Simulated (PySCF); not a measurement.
SiH₂, SMILES [SiH2] (connectivity only; charge and spin as stated), neutral, multiplicity 1. Coordinates come from a PBE-D3(BJ)/def2-TZVPD optimisation. The isomer is the one that the SMILES or the coordinates give; other isomers of the formula were not compared.

TDDFT-M06-2X/def2-TZVPD (PySCF 2.14.0) puts the lowest singlet excitations at 2.15, 4.22, 6.16, 6.69, 7.21, 7.75 eV.

Task: What are the lowest excitation roots from PySCF with ADC(2)/aug-cc-pVDZ? (The exact figures need the calculation; the answer reports its results.)

Result: 2.49, 4.72, 6.25, 6.80, 7.41, 7.52 eV. S1 differs by 0.34 eV (second minus first; roots are paired by order, and the bases may differ).
